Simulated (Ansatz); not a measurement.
in.yaml

```yaml
crystal:
  periodic: [false, false, false]
  atoms:
    - {symbol: C, position_ang: [-0.021597, -0.428556, 0.739421]}
    - {symbol: N, position_ang: [-0.021597, 0.843959, 0.000000]}
    - {symbol: C, position_ang: [-0.021597, -0.428556, -0.739421]}
    - {symbol: H, position_ang: [0.919905, 1.237009, 0.000000]}
    - {symbol: H, position_ang: [-0.938808, -0.636156, 1.280047]}
    - {symbol: H, position_ang: [-0.938808, -0.636156, -1.280047]}
    - {symbol: H, position_ang: [0.886262, -0.739629, 1.249033]}
    - {symbol: H, position_ang: [0.886262, -0.739629, -1.249033]}
basis:
  gaussian: {orbitals: "6-31G*"}
magnetization: {spin_polarized: true, initial_magnetization: 0}
hamiltonian: {xc: hf}
output: {orbitals: {seedname: orbitals}}
```

```sh
$ ansatz run in.yaml --threads 1 --pin off --events-out ev --progress --plain --max-ram 4096MiB --backend cpu
```

Log:

```
588 factors; integrals over basis functions are off by at most 7.9e-4 eV
mean field evaluation 1: about -3618.5806 eV, gradient 1.7e1 eV
mean field evaluation 2: about -3618.5801 eV, gradient 1.7e1 eV
mean field evaluation 4: about -3620.1031 eV, gradient 2.3e0 eV
mean field evaluation 8: about -3620.1295 eV, gradient 5.2e-3 eV
mean field -3620.12952080 eV, -133.0373060776 hartree, gradient 2.0e-5 eV, S^2 0.000000; 0 other end points of the search recorded, 0 dependent functions left out
reference -3620.12952080 eV, -133.0373060776 hartree; 12, 12 occupied and 43, 43 virtual orbitals, 588 factors
Total energy: -3620.12952080 eV, -133.0373060776 hartree
```

Ran on 1 thread of AMD EPYC 7R13, shared host: 0.46 s wall, 0.12 GiB peak host memory.
